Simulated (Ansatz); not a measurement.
C2H3Cl3 (`ClCC(Cl)Cl`), relaxed with RKS PBE0-D4/def2-TZVP in Ansatz from a PBE-D4/def2-SVP geometry. The force threshold is 0.005 eV/Å; the program also tests the step.

The species carries charge 0 and has multiplicity 1.

Start:

```xyz
8

Cl    0.438    2.129   -0.233
C     0.061    0.563    0.554
C     0.030   -0.574   -0.458
Cl   -1.285   -0.363   -1.652
Cl   -0.152   -2.118    0.450
H     0.850    0.356    1.303
H    -0.918    0.645    1.063
H     0.976   -0.638   -1.027
```

```
step  energy (eV)  largest force (eV/Å)  largest move (Å)
   1  -39678.1894                 0.579             0.000
   2  -39678.2254                 0.230             0.027
   3  -39678.2313                 0.093             0.014
   4  -39678.2316                 0.038             0.004
   5  -39678.2317                 0.004             0.001
```

End:

```xyz
8

Cl    0.460    2.100   -0.220
C     0.057    0.557    0.551
C     0.030   -0.568   -0.456
Cl   -1.283   -0.378   -1.620
Cl   -0.130   -2.096    0.434
H     0.824    0.350    1.296
H    -0.913    0.656    1.037
H     0.956   -0.622   -1.022
```

Run time 24 s (4 threads of an Arm Neoverse V1 on a shared host); peak host memory 0.55 GiB.
